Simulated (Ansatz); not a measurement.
LaGaO3 (Pnma, No. 62) was calculated with r²SCAN+rVV10 (Ansatz, an electronic-structure program, plane waves, PAW).

Settings: plane-wave cutoff 560 eV, 6×6×6 k mesh, Fermi–Dirac smearing 0.01 eV, scalar-relativistic PAW data made under PBE.

Cell (relaxed at this level):

```cif
data_Ga4La4O12
_chemical_formula_sum 'La4 Ga4 O12'
_space_group_name_H-M_alt 'P 1'
_space_group_IT_number 1
_cell_length_a 5.47980
_cell_length_b 7.75225
_cell_length_c 5.51141
_cell_angle_alpha 90.000
_cell_angle_beta 90.000
_cell_angle_gamma 90.000
loop_
_space_group_symop_operation_xyz
  'x, y, z'
loop_
_atom_site_label
_atom_site_type_symbol
_atom_site_fract_x
_atom_site_fract_y
_atom_site_fract_z
_atom_site_occupancy
La1 La 0.98220 0.25000 0.00489 1
La2 La 0.01780 0.75000 0.99511 1
La3 La 0.51780 0.75000 0.50489 1
La4 La 0.48220 0.25000 0.49511 1
Ga1 Ga 0.00000 0.00000 0.50000 1
Ga2 Ga 0.00000 0.50000 0.50000 1
Ga3 Ga 0.50000 0.00000 0.00000 1
Ga4 Ga 0.50000 0.50000 0.00000 1
O1 O 0.50724 0.25000 0.93144 1
O2 O 0.49276 0.75000 0.06856 1
O3 O 0.99276 0.75000 0.43144 1
O4 O 0.00724 0.25000 0.56856 1
O5 O 0.72845 0.03664 0.27108 1
O6 O 0.27155 0.53664 0.72892 1
O7 O 0.77155 0.96336 0.77108 1
O8 O 0.22845 0.46336 0.22892 1
O9 O 0.27155 0.96336 0.72892 1
O10 O 0.72845 0.46336 0.27108 1
O11 O 0.22845 0.03664 0.22892 1
O12 O 0.77155 0.53664 0.77108 1
```

### Question
Give the computed band gap and smallest direct gap on the k points sampled.

### Answer

* **band gap**: 4.46 eV
* **smallest direct gap on the k points sampled**: 4.56 eV

Spin–orbit coupling is not included.

Computed values are for the static lattice.

Cost on a shared machine: about 11 core-minutes (a rough figure).
